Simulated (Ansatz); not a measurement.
hydrogen sulfide (SMILES S) moved off its minimum; all values from Ansatz (an electronic-structure program), cores frozen in correlated methods.
(charge 0, multiplicity 1)
```xyz
3

S     -0.00731     0.10679     0.00982
H     -0.89933    -0.89327     0.00824
H      1.01769    -0.74618    -0.05339
```

Forces at HF/def2-TZVPP (eV/Å):

```
atom      Fx      Fy      Fz
----  ------  ------  ------
S1    -0.057  -0.618  -0.018
H2     0.129   0.366   0.007
H3    -0.072   0.252   0.011
```

Give the forces (eV/Å), the total energy and the dipole at CCSD(T)/aug-cc-pV(T+d)Z.


| atom | Fx | Fy | Fz |
|---|---|---|---|
| S1 | -0.101 | 0.026 | 0.004 |
| H2 | 0.002 | 0.031 | 0.001 |
| H3 | 0.099 | -0.057 | -0.005 |
Energy -398.9436 hartree, dipole 0.96 D.
